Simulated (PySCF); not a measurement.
# USCS-MP2/cc-pVTZ run of PH2 (SMILES [PH2])

What is the vertical doublet–quartet gap of PH2 at USCS-MP2/cc-pVTZ? 

Program for the calculation: PySCF 2.14.0.

3 further runs of the same task are left out: 3 set aside as unsound or not needed.

**1. Starting point**

The species is PH2 (3 atoms), meant as a doublet with charge 0. SMILES: `[PH2]`. The coordinates come from a PBE0-D4/def2-TZVP relaxation.

Bond lengths: P1–H2 1.424 Å, P1–H3 1.424 Å. Angles: H2–P1–H3 91.5°.

**2. The energy at USCS-MP2/cc-pVTZ**

input.xyz reads:

```xyz
3
H2P
P      0.525730    -0.309370     0.258210
H      0.114640     1.051490     0.176750
H     -0.640370    -0.742120    -0.434970
```

job.py reads:

```python
from pyscf import gto, mp

mol = gto.M(
    atom='input.xyz',
    verbose=3,
    basis='cc-pvtz',
    spin=1,
    max_memory=1860,
)

mf = mol.UHF()
mf.conv_tol = 1e-10
mf.kernel()
if not mf.converged:
    mf = mf.newton().run(mf.mo_coeff, mf.mo_occ)

pt = mp.MP2(mf, frozen=5).run()
e_final = mf.e_tot + 1.2 * pt.e_corr_os + pt.e_corr_ss / 3
print(f'total energy: {e_final:.8f} hartree')
```

The run is started by

```bash
$ OMP_NUM_THREADS=1 python job.py
```

The log of the run:

```text
converged SCF energy = -341.886846821811  <S^2> = 0.76873861  2S+1 = 2.0186516
E(UMP2) = -342.024201283058  E_corr = -0.137354461247109
E(SCS-UMP2) = -342.030965821137  E_corr = -0.14411899932583
total energy: -342.03096582 hartree
```

Wall time 1 s (1 thread of Arm Neoverse V2, shared host); peak memory 0.13 GiB.

**3. The quartet**

calc.py reads:

```python
from pyscf import gto, scf, mp

mol = gto.Mole()
mol.atom = 'P 0.525730 -0.309370 0.258210; H 0.114640 1.051490 0.176750; H -0.640370 -0.742120 -0.434970'
mol.verbose = 3
mol.max_memory = 1860
mol.basis = 'cc-pvtz'
mol.spin = 3
mol.build()

myscf = scf.UHF(mol)
myscf.conv_tol = 1e-10
myscf.kernel()
if not myscf.converged:
    myscf = myscf.newton().run(myscf.mo_coeff, myscf.mo_occ)

pt = mp.MP2(myscf, frozen=5).run()
etot = myscf.e_tot + 1.2 * pt.e_corr_os + pt.e_corr_ss / 3
print('E = %.10f Eh' % etot)
```

The run is started by

```bash
$ OMP_NUM_THREADS=1 python calc.py
```

The log of the run:

```text
WARN: HOMO 0.101616705146506 >= LUMO -0.32491582693413

converged SCF energy = -341.682690272957  <S^2> = 3.7615348  2S+1 = 4.0057632
E(UMP2) = -341.796773460828  E_corr = -0.114083187870537
E(SCS-UMP2) = -341.797227029833  E_corr = -0.114536756875579
E = -341.7972270298 Eh
```

Wall time 1 s (1 thread of Arm Neoverse V2, shared host); peak memory 0.13 GiB.

**4. Results**

At USCS-MP2/cc-pVTZ, 5 core orbitals frozen:

| quantity | value |
| --- | --- |
| doublet: total energy | -342.03097 Eh |
| doublet: dipole moment (Hartree–Fock density) | 0.64 D |
| doublet: HOMO energy (Hartree–Fock orbitals) (highest over α and β) | -10.24 eV |
| doublet: LUMO energy (Hartree–Fock orbitals) (lowest over α and β) | 1.11 eV |
| doublet: correlation energy (5 core orbitals frozen) | -144.1 mEh |
| doublet: ⟨S²⟩ of the reference determinant | 0.769 |
| quartet: total energy | -341.79723 Eh |
| quartet: dipole moment (Hartree–Fock density) | 0.11 D |
| quartet: HOMO energy (Hartree–Fock orbitals) (highest over α and β) | -4.95 eV |
| quartet: LUMO energy (Hartree–Fock orbitals) (lowest over α and β) | -0.56 eV |
| quartet: correlation energy (5 core orbitals frozen) | -114.5 mEh |
| quartet: ⟨S²⟩ of the reference determinant | 3.762 |
| vertical energy of the quartet above the doublet | 6.360 eV |

In words: At this shape the quartet lies 6.36 eV (614 kJ/mol) above the doublet.
